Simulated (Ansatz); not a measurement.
**Cost against result**

Saddle point of CH₄FS, doublet (CH₂F ([CH2][F]) + H₂S → CH₃F ([CH3][F]) + HS; bonds formed: H1–C3; bonds broken: H1–S2), PBE0-D4/def2-TZVP structure:

```xyz
7
angstrom
H 0.3228 -0.5954 0.0307
S 1.5060 -1.3479 0.4195
C -0.8654 0.3710 -0.3180
F -0.4910 1.5765 0.1116
H 2.0784 -0.2266 0.8849
H -0.8847 0.2883 -1.4014
H -1.6662 -0.0658 0.2727
```

Barriers are electronic and count from the start structure reached by relaxing down the imaginary mode. Spin–orbit coupling is left out.

Computed with Ansatz 0.2.0 (basis: as named in each row); correlated methods freeze the cores; orbitals are unrestricted. B3LYP uses VWN-RPA correlation. Extrapolation: Hartree–Fock as exp(−7.88 √X), correlation as X^−2.97.

Times are rough, for one single point on 4 threads of a shared host (Arm Neoverse N1).

The estimate by CCSD(T) at an estimated basis limit (MP2 extrapolated from triple and quadruple zeta, plus CCSD(T) − MP2 in triple zeta) is 0.247 eV.

```tsv
method	basis	time (s)	barrier (eV)	method less estimate
HF	STO-3G	under 1	0.518	0.271
PBE-D4	STO-3G	under 1	-0.274	-0.521
SPW92	def2-SVP	under 1	-0.228	-0.475
B3LYP-D4	6-31G	under 1	-0.043	-0.290
PBE-D4	def2-SVP	under 1	-0.044	-0.291
PBE0-D4	def2-SVP	1	0.083	-0.164
SPW92	def2-TZVPP	1	-0.203	-0.450
PBE-D4	def2-TZVPP	2	-0.020	-0.267
BLYP-D4	def2-TZVPP	2	0.031	-0.216
PBE0-D4	def2-TZVPP	3	0.100	-0.147
B3LYP-D4	def2-TZVPP	3	0.120	-0.127
BHLYP-D4	def2-TZVPP	3	0.255	0.008
CAM-B3LYP-D4	def2-TZVPP	3	0.190	-0.057
CCSD(T)	def2-SVP	3	0.311	0.064
PBE-QIDH	def2-TZVPP	4	0.215	-0.032
B2PLYP	def2-TZVPP	4	0.203	-0.044
RPA on PBE	def2-TZVPP	4	0.263	0.016
r2SCAN-D4	def2-TZVPP	4	0.079	-0.168
wB97M-V	def2-SVP	5	0.203	-0.044
r2SCAN0-D4	def2-TZVPP	5	0.164	-0.083
wB97X-V	def2-TZVPP	7	0.202	-0.045
B97M-V	def2-TZVPP	8	0.143	-0.104
wB97M-V	def2-TZVPP	9	0.234	-0.013
MP2	def2-QZVPP	12	0.277	0.030
CCSD(T)	def2-TZVPP	80	0.261	0.014
```

All methods are single points on the PBE0-D4 structures; a negative value means that the method puts the saddle structure below the start.

No T1 diagnostic of these runs exceeds 0.016. ⟨S²⟩ of the unrestricted Hartree–Fock references: 0.76 to 0.79 (a pure state has 0.75).

Labels in which every atom is bracketed show which atoms are joined, not bond orders.
